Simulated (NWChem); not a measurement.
**Correlation energy of fluoromethane (CH₃F)**

SMILES: CF
```xyz
5

C      0.6088    -0.1106     0.0000
F     -0.7327     0.1332     0.0000
H      0.8879    -0.6879     0.8972
H      0.8879    -0.6879    -0.8972
H      1.1658     0.8411     0.0000
```
Charge 0, spin multiplicity 1.

Everything below was run with NWChem. Structure: optimised with PBE0/def2-SVP, a minimum by its harmonic frequencies.

Basis set: 6-311G**. Each correlation energy counts from its own Hartree-Fock reference.

The correlated methods keep 2 core orbitals frozen. The Pople sets run with spherical d functions. Coupled-cluster values serve here as a point of comparison, not as the truth.

Problem. For the correlation energy, MP2 gives -360.3 mHa and SCS-MP2 gives -357.3 mHa. What do CR-CCSD[T], CR-CCSD(T), CCSD give?

Solution. CR-CCSD[T]: -387.0 mHa; CR-CCSD(T): -386.6 mHa; CCSD: -379.3 mHa.
